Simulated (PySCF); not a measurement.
# C2HF (Fluoroacetylene): the cost of one run

Computed with PySCF 2.14.0, with density-fitted response routines of our own, on a single molecule, in the gas phase or a continuum. Atoms are numbered from 0 throughout.

## 1. Starting geometry

4 atoms, charge 0, multiplicity 1; geometry from: GFN2-xTB. The atoms were then displaced at random by about 0.01 Å, so the start is not that level's minimum.

Bonds of the start (Å): C0–C1 1.17, C1–F2 1.27, C0–H3 1.03.

## 2. Optimising the geometry at PBE0-D3(BJ)/def2-TZVP

Job settings and geometry (Å):

```
{"job": {"xc": "PBE0", "basis": "def2-TZVP", "d3": "d3bj", "grid": 2, "shake": 0.01, "kind": "geom"}, "charge": 0, "multiplicity": 1}
C     -0.603300    -0.000990    -0.027060
C      0.510250    -0.022960    -0.381800
F      1.722310    -0.068860    -0.762760
H     -1.591270     0.067440     0.266970
```

Run with:

```sh
$ OMP_NUM_THREADS=1 python probes_run.py task.json out
```

One launch serves the whole session: the jobs run in the order shown.

Q: Estimate the wall time and peak memory of this first job on 1 thread of Arm Neoverse V2, shared host.

About 9 s, with a peak of 0.38 GiB.
